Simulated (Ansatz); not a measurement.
# P2H4 (SMILES PP): the vertical ionisation energy from total energies

P2H4: 6 atoms, total charge 0, spin state singlet. SMILES: `PP`. The coordinates come from a PBE0-D4/def2-TZVP relaxation. This is one conformer, not always the lowest.

Both states at this one shape; open shells run unrestricted unless said. 1 Eh = 27.2114 eV.

```tsv
level	program	singlet P2H4 (Eh)	doublet [P2H4]+ (Eh)
HSE06/STO-3G	Ansatz	-677.096888	-676.856937
RPA@PBE/aug-cc-pVDZ, 10 core orbitals frozen	Ansatz	-684.272695	-683.936855
BCCD(T)/aug-cc-pVDZ, 10 core orbitals frozen	Ansatz	-684.118640	-683.787447
CCSD(T)/aug-cc-pVDZ, 10 core orbitals frozen	Ansatz	-684.118591	-683.787290
```

Question: Work out the vertical ionisation energy at each level.

Answer: 
1. HSE06/STO-3G: -676.856937 − (-677.096888) = 0.239951 Eh = 6.53 eV.
2. RPA@PBE/aug-cc-pVDZ: -683.936855 − (-684.272695) = 0.335840 Eh = 9.14 eV.
3. BCCD(T)/aug-cc-pVDZ: -683.787447 − (-684.118640) = 0.331193 Eh = 9.01 eV.
4. CCSD(T)/aug-cc-pVDZ: -683.787290 − (-684.118591) = 0.331301 Eh = 9.02 eV.

No measured value is set beside it here; the levels span 6.53 to 9.14 eV. Minimal sets are far from the basis-set limit.
